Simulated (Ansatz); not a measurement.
Stepwise reaction of `[MgH2]` with water, as a gas-phase model of exchange steps in deposition or etching. ΔE in kJ/mol; ΔG adds harmonic PBE0-D4 terms to CCSD(T)/CBS, at 1 bar.

Program: Ansatz. Geometries: PBE0-D4/def2-TZVP. ΔE: electronic, gas phase. CCSD(T)/CBS is the MP2 limit (def2-TZVPP, def2-QZVPP) plus CCSD(T) − MP2 in def2-TZVPP, frozen cores. This one scheme is used for every species. DFT in def2-TZVPP. B3LYP here is the variant with VWN-RPA as its local correlation; programs differ in this. For Mg outer-core shells are correlated without core-valence functions, which leaves a few kJ/mol of doubt a bond. One conformer a species, not always the lowest.

```
step                           reaction  PBE-D4  B3LYP-D4  ωB97M-V  CCSD(T)/CBS  ΔG(400 K)
   1  `[MgH2]` + H₂O → `[OH][MgH]` + H₂   -97.0    -102.7   -101.2       -108.2     -115.4
```

(1) Give the row of step 2, `[OH][MgH]` + H₂O → `[OH][Mg][OH]` + H₂. (An estimate is asked.)

(2) By hand: ΔE of the 2 steps together at CCSD(T)/CBS.

Answers

(1) Computed: 
```
step                                 reaction  PBE-D4  B3LYP-D4  ωB97M-V  CCSD(T)/CBS  ΔG(400 K)
   2  `[OH][MgH]` + H₂O → `[OH][Mg][OH]` + H₂   -86.2     -92.1    -88.5        -95.6     -100.9
```

(2) (-108.2) + (-95.6) = -203.8 kJ/mol, or -101.9 kJ/mol a step.

In ΔE each step is higher than the one before. All are downhill at CCSD(T)/CBS. ΔG lies between -115.4 and -100.9 kJ/mol a step. PBE-D4 differs from CCSD(T)/CBS by 9.4 to 11.2 kJ/mol a step. Isolated molecules leave out the surface, adducts and barriers. Largest T1 diagnostic: 0.011.
